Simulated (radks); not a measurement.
**B³⁺ in [He]: an all-electron calculation**

Wanted: eigenvalues, radial structure and energy terms of the boron ion B3+.

The numbers are computed with radks (a radial shooting solver on a logarithmic mesh, Libxc functionals) version 1 (scalar-relativistic Kohn-Sham, PBE, spin-polarised, spherical densities, point nucleus), except any that are marked as measured or tabulated.

**1. Starting point**

```
element       : boron (Z = 5)
charge        : +3
electrons     : 2
configuration : [He]
```

The outer shells:

B³⁺
```
1s [↑↓]
```

**2. The calculation**

Input:

```text
Z 5
configuration [He]
relativity scalar-relativistic
functional pbe,pbe
spin polarised
nucleus point
c 137.035999084
```

**Question.** What will this run give?

As calculated:

```
                        quantity                    value
                    total energy        -21.98899 hartree
exchange-correlation share of it                  13.14 %
                            −T/E                   0.9986
          highest occupied level           1s, -231.38 eV
    most extended occupied level  1s up, <r> = 0.326 bohr
 radius at density 0.001 e/bohr³                1.23 bohr
    maxima of the radial density                        1
         ionisation energy, NIST       259.37 (theory) eV
```

What this shows: The radial density shows 1 maxima for 1 occupied principal shells. Minus the highest eigenvalue, 231.38 eV, is 89 % of the tabulated ionisation energy (259.37 eV); the potential of a semilocal functional falls off too fast, so its top eigenvalue is too shallow. 
